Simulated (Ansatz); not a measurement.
Ge–PH₂, doublet: the ladder up to UCCSDT(Q)

Geometry: a PBE0/def2-TZVP stationary point for this spin, not checked as a minimum.

```xyz
4

Ge    0.0000    0.0000    0.7020
P     0.0000    0.0000   -1.4925
H     0.0000    1.1073   -2.3623
H     0.0000   -1.1073   -2.3623
```

Basis cc-pVTZ; Ansatz 0.2.0. Only valence electrons are correlated (noble-gas cores and the filled d shells of p-block atoms frozen), which leaves 11 electrons in 86 orbitals. Prefix R: restricted or restricted open-shell reference; prefix U: unrestricted. Active spaces: valence = (11e, 10o) chosen from the atoms' valence shells. No spin–orbit coupling is included, and no scalar relativity.

Full CI isn't at hand for all of this; UCCSDT(Q) serves as the reference, and is uncertain by about the last step of the cluster series. The frozen core follows each run's orbitals, which can shift R against U totals by a few meV for light atoms and by up to 0.1 eV past Ca.

The UHF ⟨S²⟩ is 0.796. The T1 diagnostic (RCCSD) is 0.0248, the largest doubles amplitude (RCCSD) is 0.080 and the T1 diagnostic (UCCSD) is 0.0244.

```json
{"level": "UHF", "E − E(UCCSDT(Q)) (kJ/mol)": "742.8", "share of correlation (%)": "1.54", "wall time": "–"}
{"level": "UMP2", "E − E(UCCSDT(Q)) (kJ/mol)": "131.0", "share of correlation (%)": "82.64", "wall time": "–"}
{"level": "UCCSD", "E − E(UCCSDT(Q)) (kJ/mol)": "42.2", "share of correlation (%)": "94.40", "wall time": "–"}
{"level": "UCCSD(T)", "E − E(UCCSDT(Q)) (kJ/mol)": "6.7", "share of correlation (%)": "99.11", "wall time": "8 s (H100)"}
{"level": "UCCSDT", "E − E(UCCSDT(Q)) (kJ/mol)": "2.5", "share of correlation (%)": "99.66", "wall time": "–"}
```

The correlation energy at UCCSDT(Q), counted from RHF, is -7.818 eV. That run took 26 s on 2 threads of AMD EPYC 7R13 with a shared H100 80 GB, shared host.

Run but not shown, since their state or frozen core can't be matched to the reference's or they repeat it: RHF, RMP2, RCCSD, RCCSD(T), BCCD(T), RCCSDT, RCCSDT(Q), CASSCF (valence space), NEVPT2 (valence space), MRCISD (valence space), MRCISD+Q (valence space).

Times hold each run's SCF and search for its determinant on a shared host, so for small cases they say little of a method's own cost.

Natural occupations of CASSCF (valence space) about the gap: 1.990 1.981 1.973 1.966 1.932 0.999 0.073 0.041 0.025 0.020; effectively unpaired electrons, Σ n²(2−n)², 1.06.

Atomization energy (electronic, same basis, no zero-point term; atoms at the same level, unrestricted beside the R rows where the molecule is a closed shell, but restricted open-shell past Ca, as are all atoms' steps beyond CCSDT(Q)) at UCCSDT(Q): 834.4 kJ/mol. Errors of other levels:

```tsv
level	error (kJ/mol)
UHF	-279.5
UMP2	-27.2
UCCSD	-23.4
UCCSD(T)	-3.0
UCCSDT	-2.1
```

This basis is far from its limit, so the value isn't to be set against a measured one.
